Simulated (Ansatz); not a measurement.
`C#CCOC=C` + H₂ → ethylene + `C#CCO` at 600 K and 1 bar (hydrogenolysis of a C–O bond).

Gas-phase electronic energies from Ansatz, PBE0-D4/def2-TZVP geometries. CBS: MP2 limit from def2 TZ/QZ plus the TZ coupled-cluster correction, frozen cores. This one scheme is used for every species. One conformer a species, not always the lowest.

```csv
species,CCSD(T)/CBS energy (Eh),H − E (kJ/mol),S (J/(mol·K))
`C#CCOC=C`,-268.93333,310.2,424.3
H₂,-1.17544,43.9,150.8
`C=C`,-78.48111,161.6,257.2
`C#CCO`,-191.65368,204.4,348.3
```

H − E and S are ideal-gas, rigid-rotor, harmonic terms from PBE0-D4/def2-TZVP, for one conformer and one mirror image of each species. The MP2-based limit puts H₂ 0.8 mEh under its directly extrapolated value; such offsets cancel only in part. 1 Eh = 2625.50 kJ/mol, R = 8.31446 J/(mol·K).

Problem. By hand: ΔE, ΔH, ΔS and ΔG.

Solution. ΔE = (-78.48111) + (-191.65368) − (-268.93333) − (-1.17544) = -0.02602 Eh = -68.3 kJ/mol. Δ(H − E) = 161.6 + 204.4 − 310.2 − 43.9 = 11.9, so ΔH = -56.4 kJ/mol. ΔS = 257.2 + 348.3 − 424.3 − 150.8 = 30.4 J/(mol·K). ΔG = -56.4 − 600 × (30.4)/1000 = -74.6 kJ/mol.

Problem. By hand: the equilibrium constant, and the temperature at which ΔG would vanish if ΔH and ΔS stayed fixed.

Solution. log₁₀ K = −ΔG/(RT ln 10) = 6.5. ΔH and −TΔS have one sign here, so there is no such temperature.

ΔH outweighs TΔS. A doubt of 5 kJ/mol in ΔE shifts log₁₀ K by 0.4 here. Other conformers and mirror images would add mixing entropy, several J/(mol·K) or more a flexible species. These are equilibria of isolated gas molecules and say nothing of rates. Largest T1 diagnostic: 0.013 (customary marks: 0.02 for closed shells, 0.045 for open ones).
